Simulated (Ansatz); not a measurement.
System: hcp Hf. Method: BLYP (plane waves, PAW; Ansatz, an electronic-structure program).

Settings: plane-wave cutoff 520 eV, 18×18×12 k mesh (along the axes of the cell as run), Fermi–Dirac smearing 0.05 eV, scalar-relativistic PAW data made under PBE.

Computed points:

| V (Å³/atom) | E − E_lowest (meV/atom) | P (GPa) |
|---|---|---|
| 22.193 | 12.54 | 4.48 |
| 22.655 | 3.04 | 2.14 |
| 23.118 | 0.00 | 0.00 |
| 23.580 | 2.86 | -1.95 |
| 24.042 | 11.09 | -3.73 |

Estimate the bulk modulus from the pressures at 22.655 and 23.580 Å³/atom, and compare it with a fit to all energies.

B = −V dP/dV. Between V = 22.655 and 23.580 Å³/atom, dP/dV = (-1.95 − (2.14))/(23.580 − 22.655) = -4.42 GPa per Å³/atom; at the midpoint 23.117 Å³/atom this gives B ≈ 102 GPa. The third-order Birch–Murnaghan fit gives V0 = 23.118 Å³/atom, B0 = 102 GPa, B′ = 3.6, which lies within 1 % of that estimate.

Shape and atoms are relaxed at each volume.

Measured, for comparison: bulk modulus 110 GPa (zero-point energy and finite temperature contributions removed; as tabulated in doi:10.1021/acs.jctc.3c00612). Computed (rounded) less measured: bulk modulus -7 %.

Note: the bulk modulus comes from volumes at which shape and atoms were relaxed.

Spin–orbit coupling is not included.

Static lattice: no zero-point or thermal effects.
